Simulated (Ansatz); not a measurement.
Born–Oppenheimer molecular dynamics of H3S (4 atoms, charge 0, multiplicity 2). It starts from a rough guess of a transition structure, not a stationary point.

All numbers below come from UKS B3LYP/def2-SVP (Ansatz).

- ensemble: NVE (velocity Verlet)
- time step: 0.5 fs
- steps asked: 150
- starting velocities drawn for: 100 K
- seed: 794896

First frame:

```xyz
4
Properties=species:S:1:pos:R:3
H -0.607 -0.258 -0.345
S 0.325 1.035 0.483
H -1.076 -0.989 -0.781
H 1.358 0.213 0.643
```

How far do the bonds stretch over the last three quarters of this one trajectory? (Pairs bonded in most of those frames.)


```
 bond  mean (Å)  spread (Å)  shortest  longest
H1–H3     0.794       0.098      0.64     0.92
S2–H4     1.358       0.026      1.32     1.40
```

Mean temperature of the second half: 1277 K. The conserved energy stayed within 2.9 meV per atom of its start (net change -2.6 meV per atom), so the integration is sound. The kinetic energy rose, since the run started high on the potential surface and went downhill. It ends in pieces (H2 + HS), so much of that is their flight and rotation, not heat. A run of 0.075 ps of so small a system gives no equilibrium averages.

Run time: 2.7 min on 1 thread of Arm Neoverse V2, with other jobs on the host, peak memory 0.084 GiB.
